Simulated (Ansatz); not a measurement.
## NO2, doublet: CASSCF and its corrections

Program: Ansatz, Gaussian basis, development build. Basis cc-pVTZ, nonrelativistic, 3 orbitals frozen in the corrections. State-specific CASSCF; RHF is the lowest restricted (open-shell) Hartree–Fock solution met. Solutions may break the symmetry of the shape. Lower solutions, or ones in other orbitals, may exist.

Geometry:

```csv
atom,x (Å),y (Å),z (Å)
N,0.0000,0.0000,0.0000
O,0.0000,1.0986,0.4652
O,0.0000,-1.0986,0.4652
```

(1) What do CASSCF and its corrections give against RHF in CAS(11,9), and what are the occupations?

(2) Roughly how much CPU time does a whole run from the default start take (median of such runs, summed over threads; nearly all runs on one pinned thread of a shared server, mostly Xeon at 2.3 to 2.6 GHz, by a development driver)?

## Answers

(1) CASSCF -4.474 eV, SC-NEVPT2 -17.607 eV; occupations 1.98, 1.97, 1.97, 1.96, 1.93, 1.03, 0.10, 0.04, 0.02.

(2) CAS(11,9): about 13 s. Other jobs ran beside these, and the count of passes differs.
